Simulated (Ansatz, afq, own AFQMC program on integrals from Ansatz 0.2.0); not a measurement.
## CPO, doublet: AFQMC among the cluster methods

```
atom   x (Å)   y (Å)    z (Å)
   O  0.0000  0.0000   1.3231
   C  0.0000  0.0000   0.1664
   P  0.0000  0.0000  -1.4895
```

Connectivity, by distances: O–C–P.

Basis cc-pVDZ. Only valence electrons are correlated. Integrals, coupled cluster, full CI and functionals: Ansatz 0.2.0; the random walks run on the same integrals in our own AFQMC program. ph-AFQMC/CISD is guided by a CISD state made of CCSD amplitudes; releasing the constraint for a short imaginary time cuts its bias at the price of noise, slowly where states lie close. ± is one standard error of the sampling.

Determinant: UHF, the one that the program's search chose, which needn't be the lowest solution. The geometry is a point of a scan.

No full CI on the walks' own integrals is used here; CCSDT(Q) serves as the reference and is uncertain by about the last step of the cluster series.

The T1 diagnostic is 0.0236 and the weight of the determinant in the CISD state is 0.837. The ⟨S²⟩ of the determinant is 0.796. The size of the correlated space is 15 electrons in 39 orbitals.

Reference: CCSDT(Q), correlation energy -11.723 eV. The released energy is read at 2.40 1/Eh (meV from the phaseless value at times in 1/Eh: -13 ± 31 at 0.24, -23 ± 32 at 0.51, -69 ± 29 at 0.99, -133 ± 45 at 1.62, -73 ± 52 at 2.40).

```tsv
level	E − E(reference) (meV)	share of correlation (%)
HF	11723.1	0.00
MP2	1017.1	91.32
CCSD	584.0	95.02
CCSD(T)	87.1	99.26
CCSDT	54.8	99.53
ph-AFQMC/HF	-86.6 ± 104.0	100.74
ph-AFQMC/CISD	94.7 ± 26.2	99.19
released AFQMC	21.9 ± 52.4	99.81
```

A walk keeps the symmetry of its determinant, which the program's search chose and which needn't be the lowest solution, so a lower state of the same spin and another symmetry isn't excluded. Released energies are given only where the last usable release times agree within the noise; a slower fall can still hide under it.
